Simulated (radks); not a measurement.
# F³⁺ in [He] 2p4: an all-electron calculation

The task here is to estimate one member of a computed series from the others.

Method: scalar-relativistic Kohn-Sham, MS2 meta-GGA, spin-polarised, spherical densities, finite nucleus; open shells are filled with parallel spins first. Code: radks (a radial shooting solver on a logarithmic mesh, Libxc functionals) version 1.

## The system

* element: fluorine (Z = 9)
* charge: +3
* electrons: 6
* configuration: [He] 2p4
* nuclear rms radius: 2.8976 fm

The outer shells:

F³⁺
```
[He] core
2p [↑↓][↑ ][↑ ]
```

Set-up of the first run:

Settings of this run:

```text
Z 9
configuration [He] 2p4 2s0 3p0
relativity scalar-relativistic
functional ms2,regtpss
spin polarised
nucleus finite rms 2.8976 fm
c 137.035999084
```

One of the session's tables, all rows but one given; the rest of the session is left out.

It belongs to the step «Shells». From the orbitals of this run (lengths in bohr):

```
  level     <r>  outermost maximum (interpolated)  90 % within
  1s up  0.1759                             0.114        0.315
1s down  0.1754                             0.114        0.314
  2s up  0.8746                             0.719         1.36
2s down  0.8959                             0.727         1.40
  2p up       ?                                 ?            ?
2p down  0.8590                             0.640         1.43
```

Estimate the missing values for 2p up.

The run gave: <r>: 0.8313; outermost maximum (interpolated): 0.631; 90 % within: 1.37. In the column «<r>» it lies between 1s up (0.1759) and 2p down (0.8590).
